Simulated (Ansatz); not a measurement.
# O₂+ (quartet): wave-function methods side by side, cc-pVDZ

How much of the correlation energy of O₂+ (quartet) does each wave-function method recover here?

Method: cc-pVDZ, core rule «outside noble gas», up to 2 orbitals frozen; program: Ansatz 0.2.0, Gaussian basis.

Plan: UHF; CCSD(T) on ROHF; CCSD(T) on UHF; BCCD(T) on ROHF; CISD; CCSDT(Q) on ROHF; CCSDT(Q) on UHF; CCSDTQ on ROHF; CCSDTQ on UHF; CASSCF and MRCISD+Q, 11 electrons in 8 orbitals; CASSCF and NEVPT4(SD), 11 electrons in 8 orbitals; CASSCF and NEVPT2, 11 electrons in 8 orbitals.

3 further runs of the same task are left out: 1 that didn't finish, 2 set aside as unsound or not needed.

## (1) The system

The geometry is a PBE0/def2-TZVP stationary point (not a proven minimum) of the parent state, kept for this charge and spin.

2 atoms, charge 1, spin multiplicity 4.

Atoms are counted from 1 here; the program's logs count them from 0.

Bond lengths: O1–O2 1.098 Å.

Geometry (Å):

| atom | x (Å) | y (Å) | z (Å) |
| --- | --- | --- | --- |
| O1 | 0.00000 | 0.00000 | 0.00000 |
| O2 | 0.00000 | 0.00000 | 1.09820 |

## (2) UHF

Input file in.yaml:

```yaml
crystal:
  periodic: [false, false, false]
  atoms:
    - {symbol: O, position_ang: [0.000000, 0.000000, 0.000000]}
    - {symbol: O, position_ang: [0.000000, 0.000000, 1.098200]}
basis:
  gaussian: {orbitals: cc-pVDZ}
total_charge: 1
magnetization: {spin_polarized: true, initial_magnetization: 3}
hamiltonian: {xc: hf}
output: {orbitals: {seedname: orbitals}}
```

On the command line:

```
ansatz run in.yaml --threads 1 --pin off --events-out ev --progress --plain --max-ram 4096MiB --backend cpu
```

Further steps of the session: CCSD(T) on ROHF; CCSD(T) on UHF; BCCD(T) on ROHF; CISD; CCSDT(Q) on ROHF; CCSDT(Q) on UHF; CCSDTQ on ROHF; CCSDTQ on UHF; CASSCF and MRCISD+Q, 11 electrons in 8 orbitals; CASSCF and NEVPT4(SD), 11 electrons in 8 orbitals; CASSCF and NEVPT2, 11 electrons in 8 orbitals.

Q: Predict the results of all the runs planned. Wanted: UCCSDTQ below the RHF energy; RMP2 from UCCSDTQ; UMP2 from UCCSDTQ; RCCSD from UCCSDTQ; RCCSD(T) from UCCSDTQ; UCCSD(T) from UCCSDTQ; RCCSDT(Q) from UCCSDTQ; UCCSDT(Q) from UCCSDTQ; NEVPT2 valence from UCCSDTQ.

As calculated:

| quantity | value |
| --- | --- |
| UCCSDTQ below the RHF energy | -7.8480 eV |
| RMP2 from UCCSDTQ | +704.4 meV |
| UMP2 from UCCSDTQ | +815.9 meV |
| RCCSD from UCCSDTQ | +156.1 meV |
| RCCSD(T) from UCCSDTQ | +28.3 meV |
| UCCSD(T) from UCCSDTQ | +24.5 meV |
| RCCSDT(Q) from UCCSDTQ | +3.1 meV |
| UCCSDT(Q) from UCCSDTQ | +0.5 meV |
| NEVPT2 valence from UCCSDTQ | +1018.3 meV |
| NEVPT4(SD) valence from UCCSDTQ | +66.5 meV |
| MRCISD+Q valence from UCCSDTQ | +24.4 meV |
| levels within 1 kcal/mol (43 meV) | RCCSD(T), UCCSD(T), BCCD(T), RCCSDT, UCCSDT, RCCSDT(Q), UCCSDT(Q), RCCSDTQ, MRCISD+Q valence |
| T1 diagnostic | 0.016 |
| effectively unpaired electrons | 3.01 |

What this shows: RCCSD(T) misses by +28.3 meV, 0.4 % of the correlation energy. One determinant dominates. Of the multireference levels listed MRCISD+Q valence comes nearest in total energy (+24.4 meV), which doesn't show that its space is the better one. These misses are within one basis, not against nature; the frozen cores of restricted and unrestricted runs differ, which can shift their rows.
